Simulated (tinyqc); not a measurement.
Inside a calculation. Method: extended Hueckel theory, for PH2. One step of it, computed by the program tinyqc.

Task: Wolfsberg-Helmholz matrix. H_ij = K' S_ij (H_ii + H_jj)/2 for i != j (the diagonal keeps H_ii), with K' = K + D^2 + D^4 (1 - K), D = (H_ii - H_jj)/(H_ii + H_jj), K = 1.75.

overlap S, order 1P 3s, 1P 3px, 1P 3py, 1P 3pz, 2H 1s, 3H 1s:
```
[[1.000000, 0.000000, 0.000000, 0.000000, 0.421353, 0.421353],
 [0.000000, 1.000000, 0.000000, 0.000000, 0.000000, 0.000000],
 [0.000000, 0.000000, 1.000000, 0.000000, 0.406650, -0.406650],
 [0.000000, 0.000000, 0.000000, 1.000000, 0.382366, 0.382366],
 [0.421353, 0.000000, 0.406650, 0.382366, 1.000000, 0.106844],
 [0.421353, 0.000000, -0.406650, 0.382366, 0.106844, 1.000000]]
```

diagonal H_ii (eV): [-18.600000, -14.000000, -14.000000, -14.000000, -13.600000, -13.600000]

K = 1.750000

Give: H.

Result:

H (eV), order 1P 3s, 1P 3px, 1P 3py, 1P 3pz, 2H 1s, 3H 1s:
```
[[-18.600, 0.000, 0.000, 0.000, -12.032, -12.032],
 [0.000, -14.000, 0.000, 0.000, 0.000, 0.000],
 [0.000, 0.000, -14.000, 0.000, -9.822, 9.822],
 [0.000, 0.000, 0.000, -14.000, -9.235, -9.235],
 [-12.032, 0.000, -9.822, -9.235, -13.600, -2.543],
 [-12.032, 0.000, 9.822, -9.235, -2.543, -13.600]]
```
